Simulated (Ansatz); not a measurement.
The input, for Ansatz 0.2.0:

```yaml
crystal:
  periodic: [false, false, false]
  atoms:
    - {symbol: Sn, position_ang: [0.000000, 0.000000, 0.000000]}
    - {symbol: H, position_ang: [0.000000, 0.000000, 1.553000]}
basis:
  gaussian: {orbitals: def2-mTZVP}
total_charge: 1
correlation: {active_space: {window: {electrons: 4, orbitals: 30}, states: [{multiplicity: 1, weights: [1, 1, 1, 1]}], fixed_orbitals: true}}
```

```sh
$ ansatz run in.yaml --threads 1 --pin off --events-out ev --progress --plain --max-ram 2393MiB
```

Output:

```
780 factors; integrals over basis functions are off by at most 1.8e-7 eV
mean field evaluation 1: about -5813.0842 eV, gradient 9.0e0 eV
mean field evaluation 2: about -5813.0846 eV, gradient 9.0e0 eV
mean field evaluation 4: about -5813.4136 eV, gradient 7.4e-1 eV
mean field evaluation 8: about -5813.4158 eV, gradient 3.2e-4 eV
mean field -5813.41583871 eV, -213.6390915978 hartree, gradient 8.6e-7 eV, S^2 0.000000; 0 other end points of the search recorded, 0 dependent functions left out
reference -5813.41583871 eV, -213.6390915978 hartree; 11, 11 occupied and 28, 28 virtual orbitals, 780 factors
state -5815.07467673 eV, -213.7000527705 hartree
state -5811.85616307 eV, -213.5817745753 hartree
state -5811.85616307 eV, -213.5817745753 hartree
state -5807.89616666 eV, -213.4362473912 hartree
Total energy: -5811.67079238 eV, -213.5749623281 hartree
```

Natural occupations, averaged over the states: 1.9222 1.0089 0.4900 0.4900 0.0313 0.0213 0.0072 0.0072 0.0068 0.0040 0.0031 0.0024 0.0024 0.0017 0.0003 0.0003 0.0002 0.0002 0.0002 0.0001 0.0001 0.0001 0.0001 0.0000.

Ran on 1 thread of Arm Neoverse V1, shared host: 2.5 s wall, 0.12 GiB peak host memory.
